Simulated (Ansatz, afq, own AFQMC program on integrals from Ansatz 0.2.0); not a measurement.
Two steps: Ansatz 0.2.0 writes the Fock matrix and Cholesky factors of the valence space, and afq projects on them the lowest state that overlaps trial and start.

```yaml
crystal:
  periodic: [false, false, false]
  atoms:
    - {symbol: Al, position_ang: [0.000000, 0.054881, -0.020759]}
    - {symbol: H, position_ang: [0.000000, 0.223923, -1.571957]}
    - {symbol: H, position_ang: [0.000000, 0.291266, 2.148399]}
    - {symbol: H, position_ang: [0.000000, -1.984291, -0.020759]}
basis:
  gaussian: {orbitals: cc-pVDZ}
total_charge: 1
magnetization: {spin_polarized: true, initial_magnetization: 1}
correlation: {method: ccsd_t, electrons: outside_noble_gas, hamiltonian_folder: ham}
```

```sh
$ ansatz run in.yaml --threads 1 --pin off --events-out ev --progress --plain --max-ram 16896MiB --backend cuda --devices 0, --max-vram 18GiB
```

afq runs on the folder ham with

```
--method free --trial mp1 --walkers 20 --time-step 0.05 --max-blocks 30 --target-error 0.00108 --factor-cut 1e-05 --seed 6750 --times 0,2,5,8,12 --taylor-order 4
```

Times are imaginary, in 1/Eh. The walk had a cap of 60 s.

```
orbitals 28  electrons 3 2  factors 193 of 308
reference energy -243.22858840 Eh
CCSD correlation -0.07606398 Eh in 17 cycles, weight of the determinant in the CISD state 0.8439
repeat  energy at the last time / Eh  error
    10  -243.310558  0.008249
    20  -243.306210  0.004223
    30  -243.306571  0.003478
time / (1/Eh)  energy / Eh  error  mean overlap
  0.00  -243.304663  0.000621  1.0481
  2.00  -243.306221  0.000648  1.0334
  5.00  -243.306751  0.000913  0.9822
  8.00  -243.306763  0.001384  0.9224
 12.00  -243.306571  0.003478  0.9644
energy -243.306571 +/- 0.003478 Eh
```

The run failed at least one of its tests; the cautions name the faults.

Against this walk (error 94.6 meV) on the same determinant: CCSD(T) 8.6 meV higher (within the noise), CCSDT(Q) 19.4 meV lower (within the noise), CCSDTQ 20.4 meV lower (within the noise), full CI 20.4 meV lower (within the noise). The error is statistical, and a free projection of finite length keeps a remainder of its start. The determinant has ⟨S²⟩ = 1.05, so the low cluster orders mix in higher spin, and so can this walk.

A setting was made bad on purpose (projection too long), so the walk's energy isn't to be trusted.

Cautions: remainder of the start not in the error; start is not spin pure; phase noise grows fast; error above the target (94.6 against 29.4 meV); strong correlation (T1 0.079, weight of the determinant 0.84, largest double 0.14); unrestricted determinant spin contaminated (⟨S²⟩ 1.05 against 0.75); so few walkers bias the energy; the time-step error isn't removed.

CCSDT and higher add their correlation energy to the determinant of the CCSD(T) run, since their own runs factorise the integrals more tightly (a shift of under 2 meV). A walk keeps the symmetry of its determinant, which the program's search chose and which needn't be the lowest solution, so a lower state of the same spin and another symmetry isn't excluded.
